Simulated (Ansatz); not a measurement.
I need a rigid torsion scan of C₂H₆O, SMILES CCO. Use Ansatz's Python interface. Settings (for the species named): r2SCAN, def2-SVP basis, multiplicity 1, D3BJ dispersion.

```xyz
9

C    -0.5419    0.5764   -0.4677
C     0.3082   -0.6076   -0.0194
O     1.1988   -0.2765    1.0206
H    -1.1750    0.2858   -1.3015
H     0.0976    1.3986   -0.7802
H    -1.1770    0.9207    0.3477
H     0.9405   -0.9527   -0.8404
H    -0.3443   -1.4386    0.2882
H     0.6931    0.0939    1.7526
```

The script, `torsion_c2h6o.py`:
```python
"""Rigid torsion scan of C2H6O."""

import warnings

import ansatz as az
from ase import Atoms

BASIS_SET = "def2-SVP"
XC = "r2scan"
DISPERSION = "d3bj"
FMAX = 0.02


def main() -> None:
    warnings.simplefilter("ignore", az.DeckWarning)

    atoms = Atoms(["C", "C", "O", "H", "H", "H", "H", "H", "H"], positions=[
        (-0.54189, 0.57641, -0.46772),
        (0.30817, -0.6076, -0.01936),
        (1.19881, -0.27648, 1.0206),
        (-1.17505, 0.28581, -1.30149),
        (0.09764, 1.39862, -0.78021),
        (-1.17696, 0.92071, 0.34771),
        (0.9405, -0.95268, -0.84035),
        (-0.3443, -1.43864, 0.28817),
        (0.69309, 0.09386, 1.75264),
    ])

    # relax first, so that the scan starts from a minimum
    first = (
        az.Crystal.molecule_from_ase(atoms).calculation()
        .basis(gaussian=BASIS_SET)
        .functional(XC, dispersion=DISPERSION)
        .relax(force_tolerance=FMAX, max_steps=80)
    )
    atoms.positions = first.run(threads=1).report["positions_ang"]

    start = atoms.get_dihedral(0, 1, 2, 8)
    energies = {}
    for turn in range(0, 360, 30):
        turned = atoms.copy()
        turned.set_dihedral(0, 1, 2, 8, start + turn, indices=[2, 8])
        calculation = az.Crystal.molecule_from_ase(turned).calculation()
        calculation = calculation.basis(gaussian=BASIS_SET).functional(XC, dispersion=DISPERSION)
        energies[round((start + turn) % 360)] = calculation.run(threads=1).report["free_energy_ev"]
    floor = min(energies.values())
    print("dihedral C0-C1-O2-H8 (deg)   E - E(min) (eV)")
    for angle, e in sorted(energies.items()):
        print(f"{angle:8d} {(e - floor):14.3f}  " + "#" * int(30 * (e - floor) / max(max(energies.values()) - floor, 1e-9)))


if __name__ == "__main__":
    main()
```

Running `python torsion_c2h6o.py` prints:
```text
dihedral C0-C1-O2-H8 (deg)   E - E(min) (eV)
      30          0.039  ##########
      60          0.000
      90          0.033  ########
     120          0.083  ######################
     150          0.083  ######################
     180          0.066  ##################
     210          0.086  #######################
     240          0.110  ##############################
     270          0.090  ########################
     300          0.067  ##################
     330          0.084  #######################
     360          0.092  #########################
```

The lowest point is at 60° and the highest at 240°, 0.110 eV (10.6 kJ/mol) above it, with the rest of the molecule held.

Caveats:
- The scan is rigid and the energies are electronic, in a modest basis. With rigid groups the curve can differ much from the relaxed path, the start wasn't checked as a minimum of this torsion, and equivalent turns needn't return to the same energy.
- A dispersion term here runs with damping parameters fitted for another variant or functional.
- The script silences the warnings on its input, which a real study should read.
- Run time: 44 s on 1 thread of Arm Neoverse V1, with other jobs on the host, peak memory 0.2 GiB.
